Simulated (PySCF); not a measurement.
## Exact simulation of a proton spin system

Molecule: `InChI=1S/C4H4O2/c5-4-2-1-3-6-4/h1-3,5H`.

Geometry (Å), atoms numbered from 1 in this order:
```xyz
10

O     1.944   -0.443   -0.508
C     0.665   -0.279   -0.182
C    -0.104    0.841   -0.064
C    -1.401    0.360    0.318
C    -1.312   -0.993    0.398
O    -0.039   -1.388    0.089
H     2.148   -1.386   -0.481
H     0.218    1.865   -0.229
H    -2.290    0.958    0.508
H    -2.009   -1.787    0.647
```

Gas phase, relativity neglected, one computed conformer. Geometry: PBE0-D3(BJ)/def2-SVP; GIAO KT3/pcSseg-2 shieldings; spin–spin couplings from B3LYP/pcJ-1 (without the spin–dipole term); PySCF 2.14.0 with density-fitted response routines.

Referencing at the same level of theory: $^{1}$H vs TMS.

Shifts (ppm): H8 5.10, H9 6.34, H10 6.79.
Couplings (Hz): H8–H9: 3.7; H8–H10: 1.0; H9–H10: 2.6.

The 3-spin Hamiltonian (Zeeman plus full scalar coupling among like nuclei) was diagonalised exactly; lines are Lorentzian, 1.0 Hz wide, and the maxima above 3 % are listed with the tallest set to 100.

(1) Give the $^{1}$H peak list of this spin system at 90 MHz.

(2) And at 500 MHz?

(3) Among coupled protons with different shifts, which pair is furthest from first order, and how does the field change that?

## Answers

(1) 
δ in ppm (height): 6.810 (85), 6.799 (91), 6.781 (100), 6.771 (96), 6.375 (78), 6.346 (83), 6.334 (94), 6.305 (74), 5.125 (92), 5.115 (93), 5.084 (88), 5.074 (86)

(2) 
```csv
Hz,ppm,height
3396.8,6.793,93
3395.9,6.792,98
3394.2,6.788,100
3393.2,6.787,96
3173.2,6.346,80
3170.5,6.341,91
3169.5,6.339,93
3166.9,6.334,79
2552.3,5.105,93
2551.4,5.103,94
2548.6,5.097,94
2547.7,5.095,92
```

(3) H9 and H10: Δν/J is about 15.6 at 90 MHz (close to first order) and 86.5 at 500 MHz (close to first order). J in Hz doesn't depend on the field, while Δν in Hz grows in proportion to it.

OH/NH shifts are gas-phase values; hydrogen bonding in solution moves them, usually downfield. Unscaled 3J(H,H) at this level run about 10 % above measured values.
